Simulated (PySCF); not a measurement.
Si(Cl)4 cation (Cl4Si), SMILES Cl[Si](Cl)(Cl)Cl (connectivity only; charge and spin as stated), charge +1, multiplicity 2.

The structure is a stationary point at PBE-D3(BJ)/def2-SVP. The spin state was assumed, not searched. The isomer is the one that the SMILES or the coordinates give; other isomers of the formula were not compared.

All values below come from PBE-D3(BJ)/def2-SVP run with PySCF.

Frequencies are harmonic and unscaled.

Modes within 1.5 cm⁻¹ of each other (mostly degenerate sets) share a row, with their intensities summed.

Task: Give all harmonic wavenumbers and intensities. (Estimate from the structure and the level; the computed values follow.)

Result: 
```
mode  ν (cm⁻¹)  IR (km/mol)  moving atoms (share of kinetic energy)
----  --------  -----------  --------------------------------------
1           96          0.0                                Cl 100 %
2          113          0.0                                Cl 100 %
3–4        122          3.0                        Cl 73 %, Si 27 %
5          175          1.5                        Cl 76 %, Si 24 %
6          395          0.0                                Cl 100 %
7          510          1.0                        Si 60 %, Cl 40 %
8–9        519          2.1                        Si 57 %, Cl 43 %
```
